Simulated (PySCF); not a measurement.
All of these have the formula C6H4N4. Computed with TDDFT CAM-B3LYP/def2-SVPD, vertical, gas phase, core orbitals frozen in the response (PySCF 2.14.0, density-fitted response routines). Geometries: GFN2-xTB; one conformer of each isolated species. Triplets are in the Tamm–Dancoff approximation.

A. `n1cnc(nc1C=C)C#N`
B. `n1c(nncc1C#N)C=C`
C. `C#CCN1C=C(C#N)N=N1`
D. `C1=CN=C2N=CC=NC2=N1`

Lowest singlet levels (six at most, fewer where fewer were computed) with oscillator strengths:

1. 213 nm (f 0.006); 201 nm (f 0.003); 195 nm (f 0.226); 191 nm (f 0.001); 186 nm (f 0.057); 180 nm (f 0.018); T1 4.48 eV
2. 284 nm (f 0.000); 276 nm (f 0.001); 271 nm (f 0.004); 258 nm (f 0.002); 238 nm (f 0.010); 229 nm (f 0.461); T1 3.41 eV
3. 429 nm (f 0.003); 344 nm (f 0.000); 274 nm (f 0.063); 233 nm (f 0.000); 231 nm (f 0.448); 216 nm (f 0.000); T1 2.22 eV
4. 404 nm (f 0.000); 286 nm (f 0.009); 273 nm (f 0.000); 268 nm (f 0.260); 250 nm (f 0.000); 231 nm (f 0.000); T1 2.65 eV

Problem. Which spectrum belongs to which structure?

Solution. 1 = C, 2 = A, 3 = B, 4 = D.
- A: S1 at 4.36 eV, HOMO-1→LUMO (76%), HOMO-2→LUMO (12%); Löwdin shares by element: HOMO carbon 59% or more, nitrogen 16% or more (atoms not listed hold the other 24%); LUMO nitrogen 30% or more, carbon 28% or more (atoms not listed hold the other 41%); HOMO -9.71 and LUMO -1.78 eV; point group Cs, 1 of its 6 listed states under f = 0.0005.
- B: S1 at 2.89 eV, HOMO→LUMO (96%); Löwdin shares by element: HOMO nitrogen 78% or more, carbon 8% or more; LUMO nitrogen 53% or more, carbon 19% or more (atoms not listed hold the other 29%); HOMO -8.94 and LUMO -2.07 eV; point group Cs, 3 of its 6 listed states under f = 0.0005.
- C: S1 at 5.83 eV, HOMO-1→LUMO+1 (46%), HOMO-1→LUMO (42%); Löwdin shares by element: HOMO carbon 39% or more, nitrogen 33% or more (atoms not listed hold the other 28%); LUMO carbon 40% or more, nitrogen 26% or more (atoms not listed hold the other 34%); HOMO -9.50 and LUMO -0.17 eV.
- D: S1 at 3.07 eV, HOMO→LUMO (97%); Löwdin shares by element: HOMO nitrogen 61% (atoms not listed hold the other 39%); LUMO nitrogen 50% (atoms not listed hold the other 50%); HOMO -8.65 and LUMO -1.91 eV; point group D2h, 4 of its 6 listed states under f = 0.0005.
